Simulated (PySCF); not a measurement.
Species: C₃H₃F₂O (charge +1).
SMILES: `[O+]#CCC(F)F`

Torsions of this conformer, `[O+:1]#[C:2][CH2:3][CH:4]([F:5])[F:6]`: C2–C3–C4–F5 47°.

The closed-shell ground state was solved at several levels (PySCF, density fitting, gas phase, non-relativistic). One conformer (not necessarily the lowest) at the PBE0-D3(BJ)/def2-SVP geometry, without solvent, vibrations or thermal averaging.

```csv
level,basis functions,total energy (Eh),HOMO (eV),LUMO (eV),gap (eV)
PBE0/cc-pVTZ,222,-390.4431,-15.68,-8.45,7.23
PBE0/pcSseg-1,117,-390.2599,-15.77,-8.60,7.17
PBE0/def2-TZVP,204,-390.4613,-15.72,-8.49,7.23
PBE0/6-31G*,90,-390.2896,-15.46,-8.41,7.05
KT3/pcSseg-2,258,-396.0651,-14.28,-9.57,4.71
PBE0/aug-cc-pVDZ,165,-390.3485,-15.72,-8.50,7.22
B97-D/pcSseg-2,258,-390.6388,-14.09,-9.52,4.57
B3LYP/pcSseg-2,258,-390.8675,-15.52,-8.83,6.69
mPW1PW91/pcSseg-2,258,-390.7660,-15.80,-8.55,7.25
B3LYP/pcJ-1,192,-390.7042,-15.51,-8.90,6.61
PBE0/IGLO-III,240,-390.4653,-15.74,-8.51,7.23
```

Problem. Estimate the row for PBE0/cc-pVDZ, a basis of 99 functions; the other rows only guide the guess.

Solution. Total energy -390.3227 Eh, HOMO -15.52 eV, LUMO -8.41 eV, gap 7.11 eV.

Problem. Over all these levels, which gives the widest orbital gap and which the narrowest?

Solution. mPW1PW91/pcSseg-2 (global hybrid, 25 % exact exchange) has the widest, 7.25 eV, and B97-D/pcSseg-2 (GGA) the narrowest, 4.57 eV. The two share the basis. From the narrowest to the widest the HOMO moves by -1.71 eV and the LUMO by +0.97 eV.

Problem. How much does the basis alone move the frontier levels among the 7 PBE0 rows (the withheld one included)?

Solution. The HOMO by 0.31 eV and the LUMO by 0.19 eV. By rising basis size (HOMO, LUMO in eV): 6-31G* -15.46, -8.41; cc-pVDZ -15.52, -8.41; pcSseg-1 -15.77, -8.60; aug-cc-pVDZ -15.72, -8.50; def2-TZVP -15.72, -8.49; cc-pVTZ -15.68, -8.45; IGLO-III -15.74, -8.51.

Problem. In the pcSseg-2 basis, how does the gap go with the fixed share of exact exchange?

Solution. B97-D (0 %) 4.57 eV; KT3 (0 %) 4.71 eV; B3LYP (20 %) 6.69 eV; mPW1PW91 (25 %) 7.25 eV. Each rise in the share widens the gap here.

Note: B97-D ran without an empirical dispersion term, which enters the total energy and its gradient alone.
